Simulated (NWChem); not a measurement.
# CHFO (formyl fluoride): levels of theory compared

We compute a comparison of 6 runs (HF/def2-TZVPP, B3LYP/6-31G*, PBE0/def2-SVP, SVWN5/pcseg-1, PBE0/def2-TZVPP) of CHFO (formyl fluoride). 

Program for the calculation: NWChem 7.3.0.

## Step 1: The system as given

CHFO: 4 atoms, total charge 0, spin state singlet. As SMILES, `O=CF`. Geometry: relaxed at PBE0-D4/def2-TZVP.

Bond lengths: O1–C2 1.174 Å, C2–F3 1.336 Å, C2–H4 1.097 Å. Angles: O1–C2–F3 122.9°, O1–C2–H4 127.8°, F3–C2–H4 109.3°.

## Step 2: Energy and gradient at HF/def2-TZVPP (run 1)

chfo.nw

```
START chfo
TITLE "formyl fluoride"
memory total 2200 mb
charge 0
GEOMETRY units au noautosym nocenter noautoz
 O   -1.68060903   0.38017510   1.56420190
 C   -0.08768329   0.12759431   0.04085588
 F    1.10586773  -2.06322188  -0.34359000
 H    0.66242460   1.55547137  -1.26148667
END
BASIS "ao basis" spherical bse
 * library def2-TZVPP
END
SCF
 nopen 0
 rhf
 thresh 1e-08
 maxiter 80
 print medium
END
TASK scf gradient
```

On the command line:

```sh
$ nwchem chfo.nw > chfo.out
```

The log of the run:

```text
[...]
  functions       =   107
[...]
  wavefunction    = RHF
[...]
         Total SCF energy =   -212.843959046412
      One-electron energy =   -428.244610397934
      Two-electron energy =    147.735147507349
 Nuclear repulsion energy =     67.665503844174
        Time for solution =     17.0s
[...]
                         RHF ENERGY GRADIENTS
    atom               coordinates                        gradient
                 x          y          z           x          y          z
   1 O      -1.680609   0.380175   1.564202   -0.030758   0.005901   0.029028
   2 C      -0.087683   0.127594   0.040856    0.012655   0.008355  -0.016021
   3 F       1.105868  -2.063222  -0.343590    0.013189  -0.021543  -0.005256
   4 H       0.662425   1.555471  -1.261487    0.004914   0.007287  -0.007750
[...]
```

Run time: 26 s. Hardware: 1 thread of Intel Xeon 6975P-C (Granite Rapids), shared host; peak memory 0.11 GiB.

## Step 3: Energy and forces at B3LYP/6-31G(d) (spherical functions) (run 2)

m1.nw

```
start m1
title "CHFO"
memory 2200 mb

geometry units angstroms noautosym nocenter noautoz
O       -0.889340       0.201180       0.827740
C       -0.046400       0.067520       0.021620
F        0.585200      -1.091810      -0.181820
H        0.350540       0.823120      -0.667550
end

basis spherical bse
* library 6-31G*
end

dft
xc b3lyp
mult 1
grid xfine
convergence energy 1e-08
iterations 100
mulliken
end

task dft gradient
```

On the command line:

```sh
$ nwchem m1.nw > m1.out
```

The log of the run:

```text
[...]
          Wavefunction type:  closed shell.
          No. of atoms     :     4
          No. of electrons :    24
[...]
          Charge           :     0
          Spin multiplicity:     1
[...]
          AO basis - number of functions:    44
[...]
              XC Information
              --------------
                         B3LYP Method XC Potential
                     Hartree-Fock (Exact) Exchange  0.200
                        Slater Exchange Functional  0.800 local
                    Becke 1988 Exchange Functional  0.720 non-local
              Lee-Yang-Parr Correlation Functional  0.810
                  VWN I RPA Correlation Functional  0.190 local
[...]
 d= 0,ls=0.0,diis     1   -213.6273225465 -2.81D+02  3.29D-02  1.13D+00     0.8
[...]
 d= 0,ls=0.0,diis    10   -213.7591549067 -8.42D-10  4.96D-07  1.45D-09     4.8
         Total DFT energy =     -213.759154906684
      One electron energy =     -428.487205447854
           Coulomb energy =      171.910333052366
    Exchange-Corr. energy =      -24.847791193596
 Nuclear repulsion energy =       67.665508682400
[...]
      Total Density - Mulliken Population Analysis
     ---------------------------------------------
    Atom       Charge   Shell Charges
 -----------   ------   -------------------------------------------------------
    1 O    8     8.31   2.00  0.93  2.88  0.90  1.57  0.03
    2 C    6     5.58   2.00  0.71  1.91  0.35  0.50  0.13
    3 F    9     9.25   2.00  0.94  3.31  1.01  1.98  0.02
    4 H    1     0.86   0.53  0.33
[...]
  wavefunction    = closed shell
                         DFT ENERGY GRADIENTS
    atom               coordinates                        gradient
                 x          y          z           x          y          z
   1 O      -1.680609   0.380175   1.564202    0.018749  -0.004840  -0.017224
   2 C      -0.087683   0.127594   0.040856   -0.013157  -0.002002   0.014129
   3 F       1.105868  -2.063222  -0.343590   -0.005410   0.007861   0.002525
   4 H       0.662425   1.555471  -1.261487   -0.000182  -0.001020   0.000571
[...]
```

Run time: 6.6 s. Hardware: 1 thread of Intel Xeon 6975P-C (Granite Rapids), shared host; peak memory 0.12 GiB.

Runs 3 to 5 aren't shown in full; the table further down has their settings and results.

## Step 4: Energy and forces at PBE0/def2-TZVPP (run 6)

run.py

```python
from ase import Atoms
from ase.calculators.nwchem import NWChem

mol = Atoms('OCFH', positions=[
    [-0.889340, 0.201180, 0.827740],
    [-0.046400, 0.067520, 0.021620],
    [0.585200, -1.091810, -0.181820],
    [0.350540, 0.823120, -0.667550],
])

calc = NWChem(
    label='nw',
    theory='dft',
    memory='2200 mb',
    basis='def2-TZVPP',
    basispar='spherical bse',
    dft={'xc': 'pbe0', 'mult': '1', 'grid': 'fine', 'convergence': 'energy 1e-08', 'iterations': '100', 'mulliken': None},
)
mol.calc = calc

forces = mol.get_forces()
print("Total energy (eV):", round(mol.get_potential_energy(), 6))
print("forces (eV/A):")
for s, f in zip(mol.symbols, forces):
    print(f"{s:2s} {f[0]:10.5f} {f[1]:10.5f} {f[2]:10.5f}")
print("dipole (e A):", mol.get_dipole_moment().round(4))
```

On the command line:

```sh
$ export ASE_NWCHEM_COMMAND="nwchem PREFIX.nwi > PREFIX.nwo"
$ python run.py
```

The log of the run:

```text
Total energy (eV): -5813.545699
forces (eV/A):
O     0.00118    0.00360   -0.00257
C     0.01512    0.01178   -0.01985
F    -0.00226    0.00566    0.00015
H    -0.01404   -0.02103    0.02227
dipole (e A): [ 0.2242  0.2101 -0.3073]
```

The calculator wrote nw.nwi:

```
title "nw"

permanent_dir nw

scratch_dir nw

start nw

geometry units angstrom nocenter noautosym noautoz
  O  -8.8934000000000002e-01 2.0118000000000000e-01 8.2774000000000003e-01
  C  -4.6399999999999997e-02 6.7519999999999997e-02 2.1620000000000000e-02
  F  5.8520000000000005e-01 -1.0918099999999999e+00 -1.8182000000000001e-01
  H  3.5054000000000002e-01 8.2311999999999996e-01 -6.6754999999999998e-01
end

memory 2200 mb

basis spherical bse noprint
   * library def2-TZVPP
end

dft
  xc pbe0
  mult 1
  grid fine
  convergence energy 1e-08
  iterations 100
  mulliken
end

task dft gradient
```

nw.nwo:

```text
Northwest Computational Chemistry Package (NWChem) 7.3.0
             --------------------------------------------------------

           Job information
           ---------------

    nwchem branch   = 7.3.0
    use scalapack   = T
    input           = nw.nwi
    prefix          = nw.
    data base       = nw/nw.db
    status          = startup
    nproc           =        1

           Memory information
           ------------------

    heap     =     72089598 doubles =      550.0 Mbytes
    stack    =     72089595 doubles =      550.0 Mbytes
    global   =    144179200 doubles =     1100.0 Mbytes (distinct from heap & stack)
    total    =    288358393 doubles =     2200.0 Mbytes
    verify   = yes
    hardfail = no

[... 94 lines left out ...]
  convergence criterion.
[... 40 lines left out ...]
          Spatial weights used:  Erf1
[... 73 lines left out ...]
         Total DFT energy =     -213.643865617607
[... 3 lines left out ...]
 Nuclear repulsion energy =       67.665508682400
[... 819 lines left out ...]
          Convergence on gradient requested:  5.00D-04
[... 27 lines left out ...]
          total energy or number of iterations.
[... 26 lines left out ...]
                         DFT ENERGY GRADIENTS

    atom               coordinates                        gradient
                 x          y          z           x          y          z
   1 O      -1.680609   0.380175   1.564202   -0.000023  -0.000070   0.000050
   2 C      -0.087683   0.127594   0.040856   -0.000294  -0.000229   0.000386
   3 F       1.105868  -2.063222  -0.343590    0.000044  -0.000110  -0.000003
   4 H       0.662425   1.555471  -1.261487    0.000273   0.000409  -0.000433

                 ----------------------------------------
                 |  Time  |  1-e(secs)   |  2-e(secs)   |
                 ----------------------------------------
                 |  CPU   |       0.01   |       7.38   |
                 ----------------------------------------
                 |  WALL  |       0.01   |       7.38   |
                 ----------------------------------------

 Task  times  cpu:       20.1s     wall:       20.1s
 Total times  cpu:       20.1s     wall:       20.1s
```

Wall time 21 s (1 thread of Intel Xeon 6975P-C (Granite Rapids), shared host); peak memory 0.12 GiB.

## Step 5: Overview of the runs

```
run                               level  iteration cap  module  energy (Eh)  dipole moment (D)  HOMO energy (eV)  LUMO energy (eV)  wall time
  1                       HF/def2-TZVPP             80     scf  -212.843959               2.45            -13.96              3.49       26 s
  2  B3LYP/6-31G* (spherical functions)            100     dft  -213.759155               1.97             -8.82             -0.64      6.6 s
  3  B3LYP/6-31G* (Cartesian functions)            100     dft  -213.762481               1.97             -8.84             -0.65      7.2 s
  4                       PBE0/def2-SVP            100     dft  -213.386555               2.01             -9.33             -0.61      6.9 s
  5                       SVWN5/pcseg-1            100     dft  -212.217326               2.03             -7.90             -2.23      4.5 s
  6                     PBE0/def2-TZVPP            100     dft  -213.643866               2.09             -9.52             -0.89       21 s
```

## Step 6: Results

| quantity | value |
| --- | --- |
| run 6: total energy | -213.64387 Eh |
| run 6: dipole moment | 2.09 D |
| run 6: HOMO energy | -9.52 eV |
| run 6: LUMO energy | -0.89 eV |
| run 6: HOMO–LUMO gap | 8.64 eV |
| run 6: largest force on an atom | 0.034 eV/Å |

The dipole moment (its size) runs from 1.97 D (B3LYP/6-31G*) to 2.45 D (HF/def2-TZVPP). The two ends differ in method and basis. The HOMO–LUMO gap runs from 5.66 eV (SVWN5/pcseg-1) to 17.46 eV (HF/def2-TZVPP). Totals of different functionals can't be ranked against each other. All runs together took 73 s, the longest 26 s.
